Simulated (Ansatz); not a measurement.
## Worked example: C2H2F4 + NaNH2 → C2H4F3N + NaF

Gas-phase species: C2H2F4 (norflurane) `FCC(F)(F)F`, singlet; NaNH2 `[NH2][Na]`, singlet; C2H4F3N (2,2,2-trifluoroethylamine) `NCC(F)(F)F`, singlet; NaF, singlet. The partners trade F for NH2: C–F and Na–NH2 bonds give way to C–NH2 and Na–F.

Shapes, held fixed at every level: PBE0-D4/def2-TZVP. Flexible molecules stand in one conformer, not always the lowest. Programs: Ansatz 0.2.0. The zero-point and thermal change to 298 K, harmonic and unscaled (PBE0-D4/def2-TZVP), is +8.5 kJ/mol.

At CCSD(T)/def2-TZVPP; 1 Eh = 2625.50 kJ/mol:

| species | energy (Eh) |
| --- | --- |
| C2H2F4 | -476.241190 |
| NaNH2 | -217.894701 |
| C2H4F3N | -432.382084 |
| NaF | -261.818250 |

Q: Work out ΔH(298 K) of the reaction at this level.

A: 
1. Products less reactants: (-432.382084) + (-261.818250) − [(-476.241190) + (-217.894701)] = -0.064443 Eh = -169.2 kJ/mol.
2. With the thermal change: -169.2 + (+8.5) = -160.7 kJ/mol.

Other levels give -179.6 (MP2/def2-SVP) to -162.3 kJ/mol (CCSD/def2-TZVPP). No measured value is set beside it here. Outer-core shells of Na are correlated, in sets that cover them unevenly. Sets without diffuse functions underbind ionic bonds of s-block metals.
